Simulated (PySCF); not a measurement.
Silicon: a sound run and one with changed settings

Sound run: Si [Ne] 3s2 3p2, Si⁺ [Ne] 3s2 3p1. Computed with PySCF 2.14 in pcseg-2, with the non-relativistic Hamiltonian (point nucleus). In the sound run the correlated levels freeze [Ne]. The sound run starts from symmetry-adapted Hartree-Fock orbitals and uses a fine grid where one is needed.

Changed run: a valence shell is frozen. This setting is unsound on purpose.

| species | method | sound run (hartree) | changed run (hartree) | converged |
| --- | --- | --- | --- | --- |
| Si | MP2 | -288.89764 | -288.85229 | yes |
| Si | CCSD(T) | -288.91524 | -288.85380 | yes |

Ionisation energy of Si:

| method | sound run (eV) | changed run (eV) |
| --- | --- | --- |
| UHF | 7.635 | 7.635 |
| MP2 | 7.907 | 7.748 |
| SCS-MP2 | 7.838 | 7.672 |
| CCSD | 7.904 | 7.789 |
| CCSD(T) | 7.925 | 7.789 |
| CCSDT | n/a | 7.789 |
| FCI | n/a | 7.789 |

Freezing a valence shell removes pair correlation that changes on ionisation.

For comparison, NIST gives 8.152 eV between the lowest levels.
